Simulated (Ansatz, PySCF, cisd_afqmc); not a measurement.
Species: AlCl₃, charge 0, singlet. AlCl3 (SMILES [Cl][Al]([Cl])[Cl]).
B3LYP-D3(BJ)/def2-TZVP minimum from Ansatz (a first-principles code):
```
Al
Cl 1 2.0764
Cl 1 2.0764 2 120.00
Cl 1 2.0764 2 120.00 3 -180.00
```
Charge 0, spin multiplicity 1.

Atomisation energy term by term, kcal/mol (programs: Ansatz, cisd_afqmc). UHF or UKS for unpaired electrons; spin-orbit terms are left out. Correlated methods leave the cores frozen. Rows without X2C or -DK are non-relativistic. The Monte Carlo rows (phaseless AFQMC, CISD trial, step 0.005/hartree) carry one-sigma bars that omit the constraint's bias. Outlying blocks are dropped, and bars are widened where a walk drifts. Over all cases where full CI ran beside it in this data, AFQMC minus full CI had a median of +0.1 mEh and passed +0.4 mEh in a tenth of the cases. CBS(X,Y): correlation extrapolated as X^-3, Hartree-Fock from the larger set (Q,5: extrapolated as (X+1)exp(-9√X)). A bracket is a step between two methods taken in the basis named. '+ core + X2C': CCSD(T) terms for core correlation (cc-pwCVTZ, 1s frozen past Ne) and scalar relativity (cc-pVTZ-DK). Where a partner has so few electrons that a lower coupled-cluster level is exact, that level stands in.

| term | basis | kcal/mol |
|---|---|---|
| Hartree-Fock | CBS(cc-pV(Q+d)Z,cc-pV(5+d)Z) | 244.38 |
| CCSD correlation | CBS(cc-pV(Q+d)Z,cc-pV(5+d)Z) | 61.93 |
| (T) | CBS(cc-pV(Q+d)Z,cc-pV(5+d)Z) | 7.71 |
| CCSDT(Q) - CCSD(T) | cc-pV(D+d)Z | 0.26 |
| core correlation | cc-pwCVTZ | -0.51 |
| scalar relativity | X2C, cc-pVTZ-DK | -1.24 |
| minus zero-point energy | Hessian by PySCF at B3LYP-D3(BJ)/def2-TZVP | -3.00 |
| sum: D0 |  | 309.5 |

The step beyond CCSD(T) by other levels: AFQMC/CISD in cc-pV(T+d)Z 1.07 ± 0.36; AFQMC/CISD in cc-pV(Q+d)Z 1.00 ± 0.45 kcal/mol.
